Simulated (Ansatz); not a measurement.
`CC1C=CCC1` + H₂ → `C1=CCCC1` + CH₄ at 298.15 K and 1 bar (hydrogenolysis of a C–C bond).

Gas-phase electronic energies from Ansatz, PBE0-D4/def2-TZVP geometries. CCSD(T)/CBS is the MP2 limit (def2-TZVPP, def2-QZVPP) plus CCSD(T) − MP2 in def2-TZVPP, frozen cores. This one scheme is used for every species.

```
    species  CCSD(T)/CBS energy (Eh)  H − E (kJ/mol)  S (J/(mol·K))
`CC1C=CCC1`               -234.32497           399.3          318.7
         H₂                 -1.17544            35.1          130.4
 `C1=CCCC1`               -195.06189           321.9          289.5
        CH₄                -40.46206           127.4          186.2
```

H − E and S are ideal-gas, rigid-rotor, harmonic terms from PBE0-D4/def2-TZVP, for one conformer and one mirror image of each species. The MP2-based limit puts H₂ 0.8 mEh under its directly extrapolated value; such offsets cancel only in part. 1 Eh = 2625.50 kJ/mol, R = 8.31446 J/(mol·K).

Task: By hand: ΔE, ΔH, ΔS and ΔG.

Result: ΔE = (-195.06189) + (-40.46206) − (-234.32497) − (-1.17544) = -0.02354 Eh = -61.8 kJ/mol. Δ(H − E) = 321.9 + 127.4 − 399.3 − 35.1 = 14.9, so ΔH = -46.9 kJ/mol. ΔS = 289.5 + 186.2 − 318.7 − 130.4 = 26.6 J/(mol·K). ΔG = -46.9 − 298.15 × (26.6)/1000 = -54.8 kJ/mol.

Task: By hand: the equilibrium constant, and the temperature at which ΔG would vanish if ΔH and ΔS stayed fixed.

Result: log₁₀ K = −ΔG/(RT ln 10) = 9.6. ΔH and −TΔS have one sign here, so there is no such temperature.

ΔH outweighs TΔS. A doubt of 5 kJ/mol in ΔE shifts log₁₀ K by 0.9 here. Other conformers and mirror images would add mixing entropy, several J/(mol·K) or more a flexible species. These are equilibria of isolated gas molecules and say nothing of rates. Largest T1 diagnostic: 0.010 (customary marks: 0.02 for closed shells, 0.045 for open ones).
